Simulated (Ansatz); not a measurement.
Start from `[BH2][AlH2]` and change one atom or group to get `[BH2][AlH][CH3]`.

Ansatz, PBE0-D4/def2-TZVP geometries, multiplicity 1. 

| property | `[BH2][AlH2]` |
| --- | --- |
| size of the dipole moment (B3LYP/def2-TZVPP) / D | 0.41 |
| HOMO–LUMO gap (PBE/def2-TZVPP) / eV | 2.99 |
| HOMO energy (PBE/def2-TZVPP) / eV | -6.36 |
| HOMO energy (B3LYP/def2-TZVPP) / eV | -7.34 |
| HOMO–LUMO gap (B3LYP/def2-TZVPP) / eV | 4.80 |
| LUMO energy (PBE0/def2-TZVPP) / eV | -2.35 |

Question: What does the change do to each property? (Best estimate.)

Answer: Computed: 
```csv
property,`[BH2][AlH][CH3]`,shift
size of the dipole moment (B3LYP/def2-TZVPP) / D,0.64,0.23
HOMO–LUMO gap (PBE/def2-TZVPP) / eV,2.85,-0.14
HOMO energy (PBE/def2-TZVPP) / eV,-6.06,0.30
HOMO energy (B3LYP/def2-TZVPP) / eV,-7.04,0.30
HOMO–LUMO gap (B3LYP/def2-TZVPP) / eV,4.64,-0.16
LUMO energy (PBE0/def2-TZVPP) / eV,-2.20,0.15
```

With PBE0 the HOMO rises by 0.29 eV and the LUMO rises by 0.15 eV, so the gap narrows by about 0.14 eV. PBE moves the HOMO by 0.30 eV and ωB97M-V by 0.29 eV. The zero-point energy changes by 76.6 kJ/mol with +9 modes. Dipoles are sizes alone; their direction can turn.

B3LYP here is the variant with VWN-RPA as its local correlation; programs differ in this.
